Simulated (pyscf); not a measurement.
TeH₂ (SMILES [TeH2]) + SiH₄ (SMILES [SiH4]) → H₃Si–TeH (SMILES [SiH3][TeH]) + H₂ (SMILES [H][H]), a four-centre exchange (singlet surface; H–Te, H–Si broken, Si–Te, H–H formed). Single points on ωB97X-D3(BJ)/def2-SVP structures (PySCF, gas phase). Energies in kcal/mol from the separated reactants.

Small-basis levels: PySCF, no dispersion term, spherical d functions. 

Task: In single points B3LYP/6-31G*+LANL2DZ puts the saddle at 56.8 kcal/mol and the reaction energy at -6.5 kcal/mol. Should these be trusted to within a few kcal/mol? Compare with ωB97M-D3(BJ)/def2-TZVP.

Result: ωB97M-D3(BJ)/def2-TZVP gives ΔE‡ = 50.2 kcal/mol and ΔE = -7.1 kcal/mol. B3LYP/6-31G*+LANL2DZ lies 6.6 kcal/mol over it in the barrier and 0.7 kcal/mol over it in the reaction energy, so on this step it does not hold to within 3.0 kcal/mol. ωB97M-D3(BJ)/def2-TZVP has limits of its own. One saddle was located; it need not be the lowest between these sides. In the def2 sets elements past Kr carry core potentials, without spin-orbit coupling.
